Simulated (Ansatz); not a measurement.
The same path of C2H7N2 (11 atoms, charge 1, multiplicity 1) was run twice with different band settings. The coordinate that changes most is the dihedral N2–C3–N4–H11.

Level of theory: RKS PBE0/def2-SVP (Ansatz).

Relaxed end points:

```xyz
11
Properties=species:S:1:pos:R:3
C -0.674 1.546 0.102
N -0.516 0.099 0.058
C 0.624 -0.521 -0.078
N 0.794 -1.824 -0.120
H -1.124 1.845 1.059
H -1.320 1.878 -0.722
H 0.308 2.026 0.003
H -1.369 -0.453 0.140
H 1.523 0.100 -0.164
H 0.027 -2.488 -0.050
H 1.726 -2.209 -0.228
```

```xyz
11
Properties=species:S:1:pos:R:3
C -0.674 1.546 0.102
N -0.516 0.099 0.058
C 0.624 -0.521 -0.078
N 0.793 -1.823 -0.120
H -1.123 1.845 1.059
H -1.320 1.878 -0.722
H 0.308 2.026 0.003
H -1.369 -0.453 0.140
H 1.523 0.100 -0.164
H 1.726 -2.209 -0.229
H 0.027 -2.487 -0.050
```

Common settings: movable images 5; climbing image yes; optimiser quadratic models (default); start path through a guess of the saddle point; force threshold 0.05 eV/Å; end points relaxed.

| run | spring | iteration limit |
| --- | --- | --- |
| 1 | 5.0 eV/Å² | 51 |
| 2 | 20.0 eV/Å² | 60 |

What does each run give, and how far can it be trusted?

Run 1: converged after 8 iterations, highest image 1.014 eV above the first end. A vibrational analysis at the climbing image gives one clearly imaginary mode, 566i cm⁻¹: a first-order saddle point.
Run 2: converged after 8 iterations, highest image 1.014 eV above the first end. Another band between the same ends (5 images) ends at a top of the same energy, where a vibrational analysis finds 1 clearly imaginary mode.
Limits of this set-up: the dipole of an ion depends on the origin.
